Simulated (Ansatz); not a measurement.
A ladder of methods for BHF2 (SMILES FBF)

BHF2 has 4 atoms, charge 0, and is taken as a singlet. SMILES: `FBF`. The coordinates come from a PBE0-D4/def2-TZVP relaxation.

```xyz
4

F     1.1543    0.4569   -0.3619
B    -0.0019   -0.0310    0.0252
F    -1.0954    0.5287   -0.4389
H    -0.0570   -0.9546    0.7756
```

Quantity: the energy change with the B2–F3 bond stretched from 1.313 to 1.970 Å, in eV. The values are calculated.

```json
{"level": "HF/STO-3G (restricted)", "kind": "Hartree–Fock", "program": "Ansatz", "value (eV)": "5.12", "less FCI/STO-3G": "+1.25"}
{"level": "BLYP/STO-3G (restricted)", "kind": "GGA", "program": "Ansatz", "value (eV)": "3.72", "less FCI/STO-3G": "-0.15"}
{"level": "r2SCAN0/STO-3G (restricted)", "kind": "hybrid meta-GGA", "program": "Ansatz", "value (eV)": "4.51", "less FCI/STO-3G": "+0.64"}
{"level": "CAM-B3LYP/STO-3G (restricted)", "kind": "range-separated hybrid", "program": "Ansatz", "value (eV)": "4.42", "less FCI/STO-3G": "+0.55"}
{"level": "RPA@PBE/STO-3G (restricted)", "kind": "RPA", "program": "Ansatz", "value (eV)": "3.80", "less FCI/STO-3G": "-0.07"}
{"level": "MP2/STO-3G (restricted)", "kind": "perturbation theory", "program": "Ansatz", "value (eV)": "4.53", "less FCI/STO-3G": "+0.66"}
{"level": "BCCD(T)/STO-3G (restricted)", "kind": "coupled cluster or CI", "program": "Ansatz", "value (eV)": "3.93", "less FCI/STO-3G": "+0.06"}
{"level": "CCSD/STO-3G (restricted)", "kind": "coupled cluster or CI", "program": "Ansatz", "value (eV)": "3.94", "less FCI/STO-3G": "+0.07"}
{"level": "CCSDT(Q)/STO-3G (restricted)", "kind": "coupled cluster or CI", "program": "Ansatz", "value (eV)": "3.87", "less FCI/STO-3G": "0.00"}
{"level": "FCI/STO-3G", "kind": "exact in the basis", "program": "Ansatz", "value (eV)": "3.87", "less FCI/STO-3G": "0.00"}
```

FCI/STO-3G is exact within its basis and frozen core, so for wave-function methods in that basis the difference is their error; functionals converge differently with the basis, so for them it is only a difference. Spin-restricted single references rise too steeply as a bond breaks, Hartree–Fock most of all. The first shape isn't each level's own minimum. The values span 3.72 to 5.12 eV. All rows use very small basis sets, so even the best lies far from the true value.
